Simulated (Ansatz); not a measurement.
C₃H₈O₂, SMILES `CC(O)CO` from Hartree–Fock to CCSD(T)

Cartesian coordinates in Å:
```
C 1.486 0.565 -0.252
C 0.318 -0.245 0.255
O 0.149 0.024 1.629
C -0.966 0.075 -0.487
O -2.071 -0.599 0.091
H 2.384 0.329 0.321
H 1.283 1.633 -0.140
H 1.682 0.352 -1.305
H 0.536 -1.319 0.112
H -0.743 -0.264 1.855
H -0.864 -0.163 -1.554
H -1.182 1.142 -0.392
H -2.011 -1.531 -0.134
```

The species carries charge 0 and has multiplicity 1. The structure was optimised at the PBE0-D4/def2-TZVP level. It is one conformer, not always the lowest. Frozen core, restricted reference, Ansatz. CBS rows extrapolate triple and quadruple zeta; past MP2 they add the triple-zeta difference.

| basis | HF (Eh) | MP2 corr. | CCSD corr. | (T) | CCSD(T) total |
| --- | --- | --- | --- | --- | --- |
| def2-TZVPP | -268.09077 | ? | -1.04417 | -0.03890 | ? |
| def2-QZVPP | -268.10354 | -1.08020 | – | – | – |
| CBS(def2) | ? | ? | ? | as TZ | ? |

**Question.** Fill in the withheld values. (An estimate is asked.)

**Answer.** Computed: def2-TZVPP MP2 corr.: -1.00745; def2-TZVPP CCSD(T) total: -269.17384; CBS(def2) HF (Eh): -268.10529; CBS(def2) MP2 corr.: -1.13410; CBS(def2) CCSD corr.: -1.17081; CBS(def2) CCSD(T) total: -269.31500.
